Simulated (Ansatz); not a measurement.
fcc Cu, treated with RPBE (plane waves, PAW; Ansatz, a first-principles code).

Numerical settings: plane-wave cutoff 520 eV, 26×26×26 k mesh, Fermi–Dirac smearing 0.05 eV, no spin polarisation, scalar-relativistic PAW data made under PBE.

Cell (relaxed at this level):

Cu is taken in the cubic space group Fm-3m (No. 225), the fcc (Cu type) structure, Pearson symbol cF4. Conventional cell: a = b = c = 3.672 Å, α = β = γ = 90.00°. Cu on 4a is surrounded by 12 Cu at 2.597 Å (cuboctahedral). (Neighbours: up to the widest gap in distance over summed covalent radii, below 1.35, at either atom.)
(The calculation used a cell of 1 atom; values per cell refer to that cell.)

**Question.** Estimate the bulk modulus and pressure derivative B′ of the bulk modulus that the calculation returns.

**Answer.** 
bulk modulus: 124 GPa
pressure derivative B′ of the bulk modulus: 5.1

The run finds no gap.

Measured, for comparison: bulk modulus 144 GPa (0 K value with the zero-point phonon effect removed, our sources range from 140 to 145; as tabulated in Mejia-Rodriguez and Trickey (2018), arXiv:1807.09216). Computed (rounded) less measured: bulk modulus -14 % (-11 % to -14 % over the range).

The result took about 60 core-seconds (a rough figure).
